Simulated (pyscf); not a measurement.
Thermochemistry of product channels of `[GeH3][O][GeH3]` on the singlet surface, in eV, from ωB97M-D3(BJ)/def2-TZVP energies (ideal gas, 1 atm, RRHO with modes under 100 cm⁻¹ raised to 100, one conformer, R ln 2 for chiral ones without a mode under 150 cm⁻¹). Optimised with ωB97X-D3(BJ)/def2-SVP in PySCF.

```csv
products,ΔE,ΔH(298 K),ΔG(298 K),ΔG(900 K)
`[GeH4]` + `[O]=[GeH2]`,+2.50,+2.40,+2.00,?
`[O]1[GeH2][GeH2]1` + `[H][H]`,+1.86,+1.73,+1.43,?
`[GeH][O][GeH3]` [singlet] + `[H][H]`,+1.13,+1.00,+0.62,-0.18
```

Task: Fill in the missing entries.

Result: 
- `[GeH4]` + `[O]=[GeH2]`, ΔG(900 K): +1.22
- `[O]1[GeH2][GeH2]1` + `[H][H]`, ΔG(900 K): +0.78

The channel to :HGe–O–GeH₃ [singlet] + H₂ turns favourable between 298 and 1200 K (ΔG from +0.62 eV to -0.57 eV).

These are energies of the channels, which say nothing of barriers. O=GeH₂ lies 1.32 eV over its isomer HO–GeH: [singlet] (electronic energy, ωB97M-D3(BJ)/def2-TZVP). Elements up to Kr have no core potential and no relativistic terms here.
